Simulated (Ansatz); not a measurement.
```csv
atom,x (Å),y (Å),z (Å)
C,0.7026,1.8209,0.0000
C,0.7026,0.2963,0.0000
C,-0.7026,-0.2963,0.0000
C,-0.7026,-1.8209,0.0000
H,1.7198,2.2223,0.0000
H,-1.7198,-2.2223,0.0000
H,0.1882,2.2104,0.8836
H,0.1882,2.2104,-0.8836
H,-0.1882,-2.2104,0.8836
H,-0.1882,-2.2104,-0.8836
H,1.2477,-0.0727,-0.8776
H,1.2477,-0.0727,0.8776
H,-1.2477,0.0727,-0.8776
H,-1.2477,0.0727,0.8776
```

Basis set: pcseg-2 (spherical functions). Charge 0, multiplicity 1.

Computed with Ansatz (development build ahead of 0.2.0); each method stands on the lowest determinant of its kind that the runs found. Restricted functionals stand beside restricted open-shell atoms, which can lie above the unrestricted atoms usual in DFT and then raise those values.

**Question.** Give the atomization energy at this shape (free ground-state atoms in the same class of orbitals less the molecule, no zero-point energy) of singlet C4H10 by ωB97X (restricted), r²SCAN (restricted).

**Answer.**

```json
{"method": "ωB97X (restricted)", "atomization energy": "56.77 eV"}
{"method": "r²SCAN (restricted)", "atomization energy": "56.84 eV"}
```

The shape needn't be a minimum at these levels.
